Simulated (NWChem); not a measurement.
**Basis-set dependence for Si (-1)**

```xyz
1

Si     0.0000     0.0000     0.0000
```
Charge -1, spin multiplicity 4.

All runs are NWChem calculations.

Hartree-Fock energies in Ha, correlation energies in mHa.

The correlated methods keep 5 core orbitals frozen. No SCF solution was tested for a lower state. Open-shell Hartree-Fock references start from PBE0 orbitals. No row is a measurement; the coupled-cluster row has its own basis-set and correlation limits.

| basis | functions | UHF | UMP2 | SCS-UMP2 | CCSD on ROHF | CCSD[T] on ROHF | CCSD(T) on ROHF | CCSD on UHF | CCSD[T] on UHF | CCSD(T) on UHF | CCSDT on ROHF |
|---|---|---|---|---|---|---|---|---|---|---|---|
| def2-SVPD | 24 | -288.76891 | -60.7 | -58.3 | -78.4 | -80.7 | -80.7 | -77.9 | -79.9 | -79.9 | -81.0 |
| def2-TZVPD | 43 | -288.87632 | -73.6 | -70.4 | -90.4 | -95.2 | -95.2 | -90.1 | -94.3 | -94.3 | -95.6 |

From def2-SVPD to def2-TZVPD the Hartree-Fock energy moves by -107.4 mHa and the UMP2 correlation energy by -12.9 mHa, which is 18 % of its value in the larger set.
